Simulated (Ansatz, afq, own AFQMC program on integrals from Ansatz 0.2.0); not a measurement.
Where AFQMC and coupled cluster stand for NO, doublet

```xyz
2

N     0.0000    0.0000    0.0000
O     0.0000    0.0000    1.1398
```

Basis cc-pVDZ. Only valence electrons are correlated. AFQMC by an in-house program on the Cholesky factors that Ansatz 0.2.0 writes for its CCSD(T) run. The CISD trial takes its coefficients from CCSD amplitudes. Released means that phaseless walkers are propagated on without the constraint, phases kept. Free projection: walkers drawn from exp(T), propagated without any constraint. Its projection time is finite, and what remains of the start isn't in its error. Uncertainties: one standard error, sampling alone.

Determinant: UHF, the one that the program's search chose, which needn't be the lowest solution. The geometry is a point of a scan.

No full CI on the walks' own integrals is used here; CCSDT(Q) serves as the reference and is uncertain by about the last step of the cluster series.

The T1 diagnostic is 0.0238 and the weight of the determinant in the CISD state is 0.894. The ⟨S²⟩ of the determinant is 0.777 and the size of the correlated space is 11 electrons in 26 orbitals.

Reference: CCSDT(Q), correlation energy -9.184 eV. The released energy is read at 0.99 1/Eh, later times being too noisy (meV from the phaseless value at times in 1/Eh: -12 ± 18 at 0.24, -19 ± 22 at 0.51, -40 ± 20 at 0.99, -36 ± 27 at 1.62, 23 ± 25 at 2.40).

| level | E − E(reference) (kJ/mol) | share of correlation (%) |
| --- | --- | --- |
| HF | 886.1 | 0.00 |
| MP2 | 56.8 | 93.59 |
| CCSD | 33.6 | 96.21 |
| CCSD(T) | 5.1 | 99.43 |
| CCSDT | 3.7 | 99.58 |
| ph-AFQMC/HF | 17.7 ± 7.6 | 98.00 |
| ph-AFQMC/CISD | 3.6 ± 1.2 | 99.59 |
| released AFQMC | -0.3 ± 2.0 | 100.03 |
| free AFQMC | 0.2 ± 3.1 | 99.98 |

Free projections are given only where their last times agree within the noise and don't stop above the reference; a slow remainder of the start can still hide under it. A walk keeps the symmetry of its determinant, which the program's search chose and which needn't be the lowest solution, so a lower state of the same spin and another symmetry isn't excluded. Released energies are given only where the last usable release times agree within the noise; a slower fall can still hide under it.
